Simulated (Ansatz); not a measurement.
**Worked example: H2Ge–BH2⁺, singlet against H2Ge–BH2, doublet**

Geometry (PBE0/def2-TZVP stationary point of a doublet), kept for both states (H2Ge–BH2, doublet: B1; H2Ge–BH2⁺, singlet: A1):

```xyz
6

Ge    0.0000    0.0000    0.2823
B     0.0000    0.0000   -1.6912
H     0.0000    1.2553    1.1670
H     0.0000   -1.2553    1.1670
H     0.0000    1.0424   -2.2706
H     0.0000   -1.0424   -2.2706
```

Basis cc-pVDZ; Ansatz 0.2.0. Only valence electrons are correlated (noble-gas cores and the filled d shells of p-block atoms frozen). Prefix R: restricted or restricted open-shell reference; prefix U: unrestricted. No spin–orbit coupling is included, and no scalar relativity.

Full CI isn't at hand for all of this; UCCSDT(Q) serves as the reference, and is uncertain by about the last step of the cluster series.

```csv
level,"E(H2Ge–BH2, doublet) (hartree)","E(H2Ge–BH2⁺, singlet) (hartree)"
UHF,-2102.287923,-2102.009510
UMP2,-2102.457305,-2102.160018
UCCSD(T),-2102.501934,-2102.202660
PBE,-2103.780719,-2103.468175
PBE0,-2103.849931,-2103.539354
UCCSDT(Q),-2102.503225,-2102.203605
```

Question: Give the vertical gap, H2Ge–BH2⁺ singlet less H2Ge–BH2 doublet, at each level in eV (1 hartree = 27.2114 eV), and each error against UCCSDT(Q).

Answer: UCCSDT(Q): (-2102.203605 − (-2102.503225)) × 27.2114 = 8.153 eV (the reference)
PBE0: (-2103.539354 − (-2103.849931)) × 27.2114 = 8.451 eV, error 0.298 eV
PBE: (-2103.468175 − (-2103.780719)) × 27.2114 = 8.505 eV, error 0.352 eV
UCCSD(T): (-2102.202660 − (-2102.501934)) × 27.2114 = 8.144 eV, error -0.009 eV
UMP2: (-2102.160018 − (-2102.457305)) × 27.2114 = 8.090 eV, error -0.063 eV
UHF: (-2102.009510 − (-2102.287923)) × 27.2114 = 7.576 eV, error -0.577 eV

Total energies of functionals can't be set beside those of wave-function methods, since they hold the core's correlation and their own absolute errors; only the differences compare.

In so small a basis the reference is far from its limit while semilocal and hybrid functionals are nearer theirs, so the functionals' errors here hold much of the reference's basis and frozen-core error, which can add to them or hide them.

Each level lands on the state that its own search finds. T1 diagnostics of restricted CCSD: 0.017 and 0.008.
